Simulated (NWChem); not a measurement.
## Atomisation of sulfur dioxide (O₂S)

SMILES: O=S=O
```xyz
3

O      1.2504     0.0000    -0.3713
S      0.0000     0.0000     0.3713
O     -1.2504     0.0000    -0.3713
```
Charge 0, spin multiplicity 1.

All runs are NWChem calculations. All single points use one geometry, from PBE0/def2-SVP, a minimum by its harmonic frequencies.

Basis set: def2-TZVP. The atomisation energy is electronic alone: no zero-point, thermal, spin-orbit or counterpoise terms. No value is extrapolated to the basis-set limit. Free atoms are single determinants with multiplicities O 3, S 3. Correlated methods freeze the same cores in atoms and molecule, 7 orbitals in all.

The stability of the SCF solutions was not checked. Open-shell Hartree-Fock references start from PBE0 orbitals. Coupled-cluster values serve here as a point of comparison, not as the truth.

Problem. Order these methods by the atomisation energy they give, lowest first: PBE, LDA (SVWN5), HF, CCSD(T), MP2, BHandHLYP.

Solution. HF (102.6 kcal/mol), BHandHLYP (214.5 kcal/mol), CCSD(T) (240.4 kcal/mol), MP2 (266.2 kcal/mol), PBE (278.7 kcal/mol), LDA (SVWN5) (333.2 kcal/mol)
